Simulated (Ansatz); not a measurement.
# SiO$_{2}$: computed properties

Level of theory: DFT r2SCAN, scalar-relativistic, plane waves, PAW (Ansatz 0.2.0).

Cutoff 500 eV; k points 4×4×4 on the computed 24-atom cell (Γ-centred); Gaussian smearing, width 0.02 eV; no spin polarisation.

The structure is relaxed at this level of theory with its symmetry kept. This form isn't the usual stable structure of the compound.

The structure is cubic, space group Im-3m (No. 229). The conventional cell has a = 9.885 Å, b = 9.885 Å, c = 9.885 Å, α = 90.00°, β = 90.00°, γ = 90.00°. Si (site symmetry 3m) is surrounded by 4 O at 1.59 to 1.61 Å. O (site symmetry -3m) has 2 Si at 1.59 Å as nearest neighbours. O (site symmetry mm2) is surrounded by 2 Si at 1.61 Å.

| Item | Value |
| --- | --- |
| Volume per atom | 20.12 Å³ |
| Formation energy from the elements' standard states (uncorrected) | -2.995 eV/atom |
| Generalised Kohn–Sham band gap | 6.27 eV, direct at Γ |
| Löwdin character of the top 1 eV of the valence band | O 2p 98 % |
| Electron masses at the edge by Cartesian direction of the standard setting (m_e; degenerate bands sorted by energy; no spin-orbit coupling) | x: 0.68; y: 0.68; z: 0.68 |
| Hole masses at the edge by Cartesian direction of the standard setting (m_e; degenerate bands sorted by energy; no spin-orbit coupling) | x: over 30; y: over 30; z: over 30 |
| Bulk modulus | 103 GPa |
| Its pressure derivative | 3.1 |
| Electronic dielectric constant xx, yy, zz of the standard setting (independent particles) | 1.9, 1.9, 1.9 |

Cost: 12 runs of about 110 core-minutes in all, on Intel Xeon Processor @ 2.50GHz (Skylake/Cascade Lake) (shared hosts).